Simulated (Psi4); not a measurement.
**M06-2X/STO-3G (sweep point 1) run of PH3S (SMILES [PH3]=S)**

What is the energy change on altering one bond length of PH3S at M06-2X/STO-3G (sweep point 1)? 

The results are computed with Psi4 1.11.

**1. Starting point**

PH3S has 5 atoms, charge 0, and is taken as a singlet. As SMILES, `[PH3]=S`. The coordinates come from a GFN2-xTB relaxation.

Bond lengths: P1–S2 1.914 Å, P1–H3 1.394 Å, P1–H4 1.394 Å, P1–H5 1.394 Å. Angles: S2–P1–H3 118.2°, S2–P1–H4 118.2°, S2–P1–H5 118.2°, H3–P1–H4 99.6°, H3–P1–H5 99.4°, H4–P1–H5 99.4°.

**2. The energy at M06-2X/STO-3G (sweep point 1)**

Contents of job.dat:

```
memory 1600 MB

molecule m {
  0 1
  P      0.007920    -0.006600     0.007660
  S      1.261690    -0.941140     1.111260
  H     -1.166840     0.461930     0.594540
  H     -0.532470    -0.676580    -1.089190
  H      0.429710     1.162380    -0.624270
  symmetry c1
}

set puream true
set scf_type pk
set dft_radial_points 99
set dft_spherical_points 590

result, w = energy('m06-2x/STO-3G', return_wfn=True)
```

Run with:

```console
$ psi4 -i job.dat -o job.out -n 1
```

job.out, shortened:

```text
[...]
  Running in c1 symmetry.
[...]
  Nuclear repulsion =   93.089271308523081
[...]
  Multiplicity = 1
[...]
  Nalpha       = 17
  Nbeta        = 17
[...]
    Number of basis functions: 21
[...]
   @RKS iter   1:  -732.85445559965956   -7.38202e-01   1.70778e-02 ADIIS/DIIS
[...]
   @RKS iter   7:  -732.98697125485421   -3.72901e-08   3.29641e-07 DIIS
[...]
    Orbital Energies [Eh]
    ---------------------
    Doubly Occupied:
       1A    -88.558938     2A    -77.246779     3A     -7.772676
       4A     -6.750453     5A     -5.642200     6A     -5.624662
       7A     -5.624658     8A     -4.790109     9A     -4.788759
      10A     -4.788751    11A     -0.788463    12A     -0.607667
      13A     -0.461480    14A     -0.461197    15A     -0.298975
      16A     -0.110768    17A     -0.110757
[...]
  @RKS Final Energy:  -732.98697125485421
   => Energetics <=
    Nuclear Repulsion Energy =             93.0892713085230810
    One-Electron Energy =               -1203.8288686086723374
    Two-Electron Energy =                 401.5983615721467004
    DFT Exchange-Correlation Energy =     -23.8457355268517404
    Empirical Dispersion Energy =           0.0000000000000000
    VV10 Nonlocal Energy =                  0.0000000000000000
    Total Energy =                       -732.9869712548542111
[...]
 Multipole Moments:
 ------------------------------------------------------------------------------------
     Multipole            Electronic (a.u.)      Nuclear  (a.u.)        Total (a.u.)
 ------------------------------------------------------------------------------------
 L = 1.  Multiply by 2.5417464519 to convert [e a0] to [Debye]
 Dipole X            :          1.3425325           -2.3073834           -0.9648509
 Dipole Y            :         -1.0045766            1.7230471            0.7184705
 Dipole Z            :          1.1854785           -2.0341520           -0.8486735
 Magnitude           :                                                    1.4722037
[...]
```

Wall time 5.1 s (1 thread of Intel Xeon Platinum 8488C (Sapphire Rapids), shared host); peak memory 0.54 GiB.

**3. The distorted shape at the same level**

Contents of h3ps.dat:

```
memory 1600 mb

molecule molecule1 {
  0 1
  P      0.278116     0.328391     0.556087
  S      1.531886    -0.606149     1.659687
  H     -0.896644     0.796921     1.142967
  H     -0.532470    -0.676580    -1.089190
  H      0.699906     1.497371    -0.075843
  symmetry c1
}

set {
  basis                STO-3G
  puream               true
  scf_type             pk
  dft_radial_points    99
  dft_spherical_points 590
}

e_tot, wfn = energy('m06-2x', return_wfn=True)
```

Run with:

```console
$ psi4 h3ps.dat h3ps.out -n 1
```

h3ps.out, shortened:

```text
[...]
  Running in c1 symmetry.
[...]
  Nuclear repulsion =   90.579658817520325
[...]
  Multiplicity = 1
[...]
  Nalpha       = 17
  Nbeta        = 17
[...]
    Number of basis functions: 21
[...]
   @RKS iter   1:  -732.75707157837041   -8.11199e-01   1.80872e-02 DIIS/ADIIS
[...]
   @RKS iter   8:  -732.89896185418274   -3.04752e-08   5.75020e-07 DIIS
[...]
    Orbital Energies [Eh]
    ---------------------
    Doubly Occupied:
       1A    -88.622425     2A    -77.212909     3A     -7.830072
       4A     -6.722340     5A     -5.698280     6A     -5.684555
       7A     -5.681228     8A     -4.763028     9A     -4.761436
      10A     -4.757907    11A     -0.776949    12A     -0.603864
      13A     -0.453672    14A     -0.347733    15A     -0.299095
      16A     -0.143372    17A     -0.132959
[...]
  @RKS Final Energy:  -732.89896185418274
   => Energetics <=
    Nuclear Repulsion Energy =             90.5796588175203254
    One-Electron Energy =               -1198.5338056134880844
    Two-Electron Energy =                 398.8689177071465792
    DFT Exchange-Correlation Energy =     -23.8137327653615749
    Empirical Dispersion Energy =           0.0000000000000000
    VV10 Nonlocal Energy =                  0.0000000000000000
    Total Energy =                       -732.8989618541827440
[...]
 Multipole Moments:
 ------------------------------------------------------------------------------------
     Multipole            Electronic (a.u.)      Nuclear  (a.u.)        Total (a.u.)
 ------------------------------------------------------------------------------------
 L = 1.  Multiply by 2.5417464519 to convert [e a0] to [Debye]
 Dipole X            :          1.9875727           -2.5527637           -0.5651910
 Dipole Y            :         -0.6428858            1.4188228            0.7759370
 Dipole Z            :          2.2403260           -2.5322096           -0.2918836
 Magnitude           :                                                    1.0033519
[...]
```

It took 5.4 s on 1 thread of Intel Xeon Platinum 8488C (Sapphire Rapids), shared host; peak memory 0.53 GiB.

**4. Outcome**

Level: M06-2X/STO-3G (sweep point 1).

```
                                                         quantity          value
                                        first shape: total energy  -732.98697 Eh
                                       first shape: dipole moment         3.74 D
                                         first shape: HOMO energy       -3.01 eV
                                         first shape: LUMO energy        7.65 eV
                                       first shape: HOMO–LUMO gap       10.67 eV
                                    distorted shape: total energy  -732.89896 Eh
                                   distorted shape: dipole moment         2.55 D
                                     distorted shape: HOMO energy       -3.62 eV
                                     distorted shape: LUMO energy        2.33 eV
                                   distorted shape: HOMO–LUMO gap        5.95 eV
energy change with the P1–H4 bond stretched from 1.394 to 2.091 Å       2.395 eV
```

**Reading.** With the P1–H4 bond stretched from 1.394 to 2.091 Å the energy rises by 2.39 eV (231 kJ/mol). The first shape isn't relaxed at this level, so the change isn't measured from a minimum. The minimal basis adds a large error of its own.
